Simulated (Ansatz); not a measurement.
## CH6Si, singlet: energies of several shapes or isomers

Computed with Ansatz's Gaussian-basis code (development build). Basis cc-pVDZ on C/H, cc-pV(D+d)Z on Si, nonrelativistic, 6 orbitals frozen in the corrections; active space CAS(2,2). Restricted Hartree–Fock, then the lowest state-specific CASSCF solution met for each case. Single-reference values can break down or jump between states where bonds are stretched. Solutions in different active orbitals can move differences by tenths of an eV and at times more than 1 eV.

Case A:

```
atom    x (Å)    y (Å)    z (Å)
   C   0.0000   0.0000  -1.2445
  Si   0.0000   0.0000   0.6357
   H   0.0000  -1.0198  -1.6364
   H  -0.8831   0.5099  -1.6364
   H   0.8831   0.5099  -1.6364
   H   0.0000   1.3912   1.1587
   H  -1.2048  -0.6956   1.1587
   H   1.2048  -0.6956   1.1587
```

Case B:

```csv
atom,x (Å),y (Å),z (Å)
C,0.0000,0.0000,-1.7362
Si,0.0000,0.0000,0.8960
H,0.0000,-1.0198,-2.1281
H,-0.8831,0.5099,-2.1281
H,0.8831,0.5099,-2.1281
H,0.0000,1.3912,1.4190
H,-1.2048,-0.6956,1.4190
H,1.2048,-0.6956,1.4190
```

Energy less that of case A, in eV:

```
case  RHF/ROHF  CASSCF
   B    +2.232  +1.804
```

(1) Give the SC-NEVPT2 energies against case A.

Results:

(1) B: +1.969 eV (45.4 kcal/mol).
